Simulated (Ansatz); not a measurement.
**Li2Ta: from a trial structure to a relaxed crystal**

Computed with DFT PBE, scalar-relativistic, plane waves, PAW (Ansatz). Cutoff 420 eV, Γ-centred k mesh, Gaussian smearing, no spin polarisation in the final step.

Li2Ta was placed on the rutile structure type (P4_2/mnm, No. 136), with Ta in place of Ti, Li in place of O, at a guessed volume.

```xyz
6
Lattice="5.1306 0.0000 0.0000 0.0000 5.1306 0.0000 0.0000 0.0000 3.3046" Properties=species:S:1:pos:R:3 pbc="T T T"
Li    1.5700    1.5700    0.0000
Li    0.9953    4.1352    1.6523
Li    3.5606    3.5606    0.0000
Li    4.1352    0.9953    1.6523
Ta    0.0000    0.0000    0.0000
Ta    2.5653    2.5653    1.6523
```

Cell and atoms relax at zero pressure; the relaxation can't lower the symmetry of the start. After a coarse first stage the cell is made exact in the group found at 0.06 Å.

Energies over the elements count from the elements' standard structures at the same level, with no empirical corrections.

Task: Which crystal results?

Result: It keeps P4_2/mnm (No. 136), but not the shape of the type it started on. Conventional cell: a = 7.831 Å, c = 2.505 Å. Around Li lie 2 Li at 2.51 Å and 3 Ta at 2.82–2.99 Å; around Ta lie 2 Ta at 2.51 Å and 6 Li at 2.82–2.99 Å.

```cif
data_structure
_symmetry_space_group_name_H-M 'P4_2/mnm'
_symmetry_Int_Tables_number 136
_cell_length_a 7.8307
_cell_length_b 7.8307
_cell_length_c 2.5051
_cell_angle_alpha 90.000
_cell_angle_beta 90.000
_cell_angle_gamma 90.000
_cell_volume 153.61
loop_
_atom_site_label
_atom_site_type_symbol
_atom_site_symmetry_multiplicity
_atom_site_Wyckoff_symbol
_atom_site_fract_x
_atom_site_fract_y
_atom_site_fract_z
_atom_site_occupancy
Li1 Li 4 f 0.25500 0.25500 0.00000 1
Ta1 Ta 2 a 0.00000 0.00000 0.00000 1
```

Task: What are its volume, energy, density and gap?

Result: The volume per atom is 25.60 Å³, the density is 4.21 g/cm³ and the energy over the elements is 1.10 eV/atom. The gap on the 6×6×14 mesh is 0 eV (a metal).

The final run used a 6×6×14 mesh on its 6-atom cell and 0.10 eV smearing. The k mesh leaves about 4 meV/atom of noise in metals. Spin–orbit coupling is left out. Symmetry constrained the relaxation, so the result can be a saddle point. The steps took about 2.7 core-minutes in all.